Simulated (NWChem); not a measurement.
## Polarisability of fluorine (F2)

```xyz
2

F      0.0000     0.0000     0.6882
F      0.0000     0.0000    -0.6882
```
Charge 0, spin multiplicity 1.

All runs are NWChem calculations. The geometry was optimised at PBE0/def2-SVP, a minimum by its harmonic frequencies.

Basis set: Sadlej pVTZ. The field's frequency is 0.0428 Ha (1065 nm).

The correlated methods keep 2 core orbitals frozen. B3LYP has NWChem's definition, with VWN1-RPA local correlation. No row is a measurement; the coupled-cluster row has its own basis-set and correlation limits.

```tsv
method	isotropic polarisability (bohr³)
PBE	8.64
HF	(withheld)
PBE0	(withheld)
B3LYP	8.44
CCSD linear response	8.37
```

**Question.** What belongs in the gaps?

**Answer.** 
- HF, isotropic polarisability (bohr³): 8.23
- PBE0, isotropic polarisability (bohr³): 8.33
